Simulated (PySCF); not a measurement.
Input for PySCF: R-B3LYP/6-311+G** on CH6O2 (a complex).

```python
from pyscf import gto, scf, dft, mp
from pyscf.data.elements import chemcore

mol = gto.M(
    atom='''
    O    -1.12946822    0.44835894   -0.00357302
    H    -0.16519922    0.41588694   -0.00321902
    C    -1.59089722   -0.88709306    0.00469998
    H    -2.67718322   -0.85570606    0.00383698
    H    -1.26887222   -1.44657706   -0.87682902
    H    -1.26993422   -1.43527206    0.89369298
    O     2.31507778    0.33449094   -0.00055702
    H     2.75428278    0.72264294   -0.76043002
    H     2.75296278    0.73709494    0.75253298
    ''',
    basis='6-311+g**',
    charge=0, spin=0, verbose=3, max_memory=1800)
mf = dft.RKS(mol, xc='b3lyp')
mf.conv_tol = 1e-8
mf.max_cycle = 100
mf.kernel()
if not mf.converged:
    mf = mf.newton().run(mf.mo_coeff, mf.mo_occ)
```

Give the final energy of this run.

-192.2295 hartree.
